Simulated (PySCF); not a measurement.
# One shape, several levels: C4H7FO (SMILES OCC/C=C\F)

We compute a comparison of 3 runs (B3LYP/6-31G*, PBE0/def2-SVP, B2PLYP/6-311+G**) of C4H7FO. Input form: a Python script.

The calculation is run with PySCF 2.14.0.

## (1) The structure to begin with

C4H7FO has 13 atoms, charge 0, and is taken as a singlet. SMILES: `OCC/C=C\F`. The shape is that of a GFN2-xTB optimisation. This is one conformer, not always the lowest.

Bond lengths: O1–C2 1.411 Å, C2–C3 1.531 Å, C3–C4 1.495 Å, C4–C5 1.319 Å, C5–F6 1.349 Å, O1–H7 0.962 Å, C2–H8 1.100 Å, C2–H9 1.100 Å, C3–H10 1.092 Å, C3–H11 1.090 Å, C4–H12 1.078 Å, C5–H13 1.080 Å. Some angles: O1–C2–C3 108.7°, C2–C3–C4 111.0°, C3–C4–C5 124.9°, C4–C5–F6 122.5°, O1–C2–H8 110.4°, O1–C2–H9 110.6°, C3–C2–H8 109.1°, C3–C2–H9 109.6°, C2–O1–H7 109.3°, C2–C3–H10 107.9°.

## (2) Energy and forces at B3LYP/6-31G(d) (Cartesian functions) (run 1)

The input, input.py:

```python
from pyscf import gto, dft

mol = gto.Mole()
mol.atom = '''
O      0.516254    -3.736178    -1.510212
C      1.110309    -2.324703     0.673347
C      1.381617     0.458863    -0.066254
C     -1.091336     1.523403    -0.920372
C     -2.261001     3.447900     0.146718
F     -1.292100     4.702357     2.142364
H      0.310199    -5.484420    -1.056489
H      2.898556    -2.986580     1.500367
H     -0.385542    -2.523125     2.101905
H      2.737873     0.572266    -1.618154
H      2.103454     1.520682     1.544454
H     -1.976200     0.595245    -2.503944
H     -4.052083     4.234290    -0.433730
'''
mol.unit = 'bohr'
mol.max_memory = 1860
mol.basis = '6-31g*'
mol.verbose = 4
mol.spin = 0
mol.cart = True
mol.build()

calc0 = dft.RKS(mol, xc='b3lyp')
calc0.grids.level = 5
calc0.conv_tol = 1e-10
calc0.kernel()
if not calc0.converged:
    calc0 = calc0.newton().run(calc0.mo_coeff, calc0.mo_occ)

etot = calc0.e_tot
print('Final energy', etot)
grad = calc0.nuc_grad_method().kernel()
calc0.analyze()
```

The run is started by

```
OMP_NUM_THREADS=1 python input.py
```

The program printed:

```text
PySCF version 2.14.0

[... 115 lines left out ...]
MO #9   energy= -0.797707560193415 occ= 2
[... 18 lines left out ...]
MO #28  energy= 0.12727356994553   occ= 0
[... 18 lines left out ...]
MO #47  energy= 0.73956554782534   occ= 0
[... 18 lines left out ...]
MO #66  energy= 1.41712949157576   occ= 0
[... 18 lines left out ...]
MO #85  energy= 2.1978840023547    occ= 0
[... 18 lines left out ...]
MO #104 energy= 4.50197569114692   occ= 0
[... 120 lines left out ...]
Dipole moment(X, Y, Z, Debye): -0.21021, -1.58209,  0.31604
```

It took 57 s on 1 thread of Intel Xeon at 2.70GHz, shared host; peak memory 1.1 GiB.

## (3) Energy and gradient at PBE0/def2-SVP (run 2)

The input, calc.py:

```python
import pyscf.grad
from pyscf import gto, dft

mol = gto.M(
    atom='''
O      0.273190    -1.977100    -0.799170
C      0.587550    -1.230180     0.356320
C      0.731120     0.242820    -0.035060
C     -0.577510     0.806150    -0.487040
C     -1.196470     1.824550     0.077640
F     -0.683750     2.488380     1.133690
H      0.164150    -2.902230    -0.559070
H      1.533850    -1.580430     0.793960
H     -0.204020    -1.335180     1.112280
H      1.448820     0.302830    -0.856290
H      1.113100     0.804710     0.817290
H     -1.045760     0.314990    -1.325030
H     -2.144270     2.240690    -0.229520
''',
    verbose=4,
    max_memory=1860,
    basis='def2-svp',
)

calc0 = dft.RKS(mol)
calc0.xc = 'pbe0'
calc0.conv_tol = 1e-10
calc0.grids.level = 5
calc0.kernel()
if not calc0.converged:
    calc0 = calc0.newton().run(calc0.mo_coeff, calc0.mo_occ)

e_final = calc0.e_tot
print('E(%s) = %.9f' % ('PBE0', e_final))
grad = calc0.Gradients().kernel()
calc0.analyze()
```

The run is started by

```
OMP_NUM_THREADS=1 python calc.py
```

The program printed:

```text
PySCF version 2.14.0

[... 113 lines left out ...]
MO #9   energy= -0.81837677162767  occ= 2
[... 21 lines left out ...]
MO #31  energy= 0.153997574281643  occ= 0
[... 21 lines left out ...]
MO #53  energy= 0.706984607265593  occ= 0
[... 21 lines left out ...]
MO #75  energy= 1.64352401034004   occ= 0
[... 21 lines left out ...]
MO #97  energy= 2.37425913981425   occ= 0
[... 21 lines left out ...]
MO #119 energy= 3.86362242183625   occ= 0
[... 135 lines left out ...]
Dipole moment(X, Y, Z, Debye): -0.19232, -1.68881,  0.27658
```

Run time: 76 s. Hardware: 1 thread of Intel Xeon at 2.70GHz, shared host; peak memory 1.3 GiB.

## (4) A single-point energy at B2PLYP/6-311+G(d,p) (run 3)

The input, calc.py:

```python
from pyscf import gto, dft, mp

system = gto.M(
    atom='''
O      0.273190    -1.977100    -0.799170
C      0.587550    -1.230180     0.356320
C      0.731120     0.242820    -0.035060
C     -0.577510     0.806150    -0.487040
C     -1.196470     1.824550     0.077640
F     -0.683750     2.488380     1.133690
H      0.164150    -2.902230    -0.559070
H      1.533850    -1.580430     0.793960
H     -0.204020    -1.335180     1.112280
H      1.448820     0.302830    -0.856290
H      1.113100     0.804710     0.817290
H     -1.045760     0.314990    -1.325030
H     -2.144270     2.240690    -0.229520
''',
    spin=0,
    verbose=4,
    max_memory=1860,
    basis='6-311+g**',
    charge=0,
)

mf = dft.RKS(system, xc='0.53*HF + 0.47*B88, 0.73*LYP')
mf.conv_tol = 1e-10
mf.grids.level = 5
mf.kernel()
if not mf.converged:
    mf = mf.newton().run(mf.mo_coeff, mf.mo_occ)

pt = mp.MP2(mf, frozen=6).run()
energy = mf.e_tot + 0.27 * pt.e_corr
print('PT2 part  %.8f' % (0.27 * pt.e_corr))
print('Final energy', energy)
dip = mf.dip_moment()
pop, q = mf.mulliken_pop()
```

The run is started by

```
OMP_NUM_THREADS=1 python calc.py
```

The program printed:

```text
PySCF version 2.14.0

[... 85 lines left out ...]
converged SCF energy = -331.145055845169
[... 9 lines left out ...]
Final energy -331.4696186122941
Dipole moment(X, Y, Z, Debye): -0.14722, -1.79665,  0.29343
[... 188 lines left out ...]
charge of   12H =      0.14999
```

It took 98 s on 1 thread of Intel Xeon at 2.70GHz, shared host; peak memory 1.5 GiB.

## (5) The series

| run | level | Cartesian functions | task | energy (Eh) | dipole moment (D) | HOMO energy (eV) | LUMO energy (eV) | wall time |
| --- | --- | --- | --- | --- | --- | --- | --- | --- |
| 1 | B3LYP/6-31G* (Cartesian functions) | yes | gradient | -331.655996 | 1.63 | -6.58 | 0.91 | 57 s |
| 2 | PBE0/def2-SVP | no | gradient | -331.054251 | 1.72 | -7.10 | 0.79 | 76 s |
| 3 | B2PLYP/6-311+G** | no | energy | -331.469619 | 1.83 | -8.29 | 0.73 | 98 s |

## (6) Results

```
                                  quantity          value
                       run 3: total energy  -331.46962 Eh
           run 3: dipole moment (SCF part)         1.83 D
  run 3: HOMO energy (SCF part's orbitals)       -8.29 eV
  run 3: LUMO energy (SCF part's orbitals)        0.73 eV
run 3: HOMO–LUMO gap (SCF part's orbitals)        9.02 eV
```

The dipole moment (its size) runs from 1.63 D (B3LYP/6-31G*) to 1.83 D (B2PLYP/6-311+G**). The two ends differ in method and basis. A double hybrid's value is that of its SCF part. The HOMO–LUMO gap runs from 7.49 eV (B3LYP/6-31G*) to 9.02 eV (B2PLYP/6-311+G**). Totals of different functionals can't be ranked against each other. All runs together took 3.9 min, the longest 98 s.
